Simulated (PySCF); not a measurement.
Ligands exchanged one at a time, B H-F. Isolated molecules, 0 K electronic values unless said otherwise. Strings in code marks are SMILES.

The HOMO from two functionals at the same geometries (B3LYP-D3(BJ)/def2-TZVP), both in PySCF: PBE-D3(BJ)/def2-TZVP and ωB97X-D3(BJ)/def2-TZVP. 

```
species                            PBE-D3(BJ)/def2-TZVP (eV)  ωB97X-D3(BJ)/def2-TZVP (eV)
---------------------------------  -------------------------  ---------------------------
0 of 3 H replaced by F                                 -8.48                       -12.60
1 of 3 H replaced by F (`BF`)                          -7.76                       -11.98
2 of 3 H replaced by F                                 -9.13                       -13.54
3 of 3 H replaced by F (`FB(F)F`)                     -10.00                       -14.86
```

Over these rows, drawn at random from the members with no instability flagged (it was tested for open shells, ions and some series alone), PBE minus ωB97X-D3(BJ): mean +4.40 eV, from +4.12 eV to +4.87 eV.
